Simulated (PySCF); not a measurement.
Isomers of C5H4.

All values: PBE0/pcSseg-1 (PySCF) at GFN2-xTB geometries, gas phase, one conformer each.

(1) Rank by HOMO–LUMO gap, lowest first.
A. `C#CC=C=C`
B. `C#CCC#C`
C. `C#CC#CC`
D. `C#CC1C=C1`

(2) Rank by HOMO energy, lowest first.
A. `C#CCC#C`
B. `C#CC#CC`
C. `C#CC=C=C`

Answers

(1) A (6.34 eV), C (6.79 eV), D (6.96 eV), B (8.51 eV).

(2) A (-7.83 eV), B (-7.19 eV), C (-7.07 eV).

All values together:

```tsv
SMILES	μ (D)	HOMO (eV)	LUMO (eV)	lowest IAO charge (e)	highest IAO charge (e)	lowest Hirshfeld charge (e)	highest Hirshfeld charge (e)
C#CC1C=C1	1.19	-7.24	-0.29	-0.261 (C)	+0.198 (H)	-0.133 (C)	+0.086 (H)
C#CC#CC	1.35	-7.19	-0.40	-0.436 (C)	+0.208 (H)	-0.091 (C)	+0.096 (H)
C#CCC#C	0.51	-7.83	0.68	-0.285 (C)	+0.203 (H)	-0.116 (C)	+0.093 (H)
C#CC=C=C	0.77	-7.07	-0.73	-0.350 (C)	+0.203 (H)	-0.112 (C)	+0.092 (H)
```
